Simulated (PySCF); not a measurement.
## Which proton of 3,3,3-trifluoroprop-1-yne is most acidic?

System: 3,3,3-trifluoroprop-1-yne, `C#CC(F)(F)F` (C3HF3). Non-hydrogen atoms are numbered in `[CH:1]#[C:2][C:3]([F:4])([F:5])[F:6]`.

Level of theory: ωB97X-D3(BJ)/ma-def2-TZVP single points in PySCF, grid level 2; every species was optimised with PBE0-D3(BJ)/ma-def2-SVP. The prefix ma- adds one diffuse s and one diffuse p function on all atoms but H. Zero-point and thermal terms (298.15 K, 1 bar) come from unscaled PBE0-D3(BJ)/ma-def2-SVP harmonic frequencies, with soft modes damped to free rotors in the entropy.

| site | product | ΔH(acid) / kJ/mol | ΔG(acid) / kJ/mol |
| --- | --- | --- | --- |
| C1 (alkyne carbon) | `[C-]#CC(F)(F)F` | 1491 | 1459 |

ΔH and ΔG refer to AH → A⁻ + H⁺ in the gas phase. Sites whose products fell apart, merged with another or lost in a GFN2-xTB screen aren't listed.

Measured values (NIST Chemistry WebBook, evaluated or the median of agreeing entries): deprotonation enthalpy (ΔH) 1486 kJ/mol (computed 1491, difference 5); gas-phase acidity (ΔG) 1454 kJ/mol (computed 1459, difference 5).

Run with `OMP_NUM_THREADS=1 python redox_run.py task.json out` on 1 thread of Arm Neoverse V2, a shared host. Structures, frequencies and single points: 4.9 min of wall time.
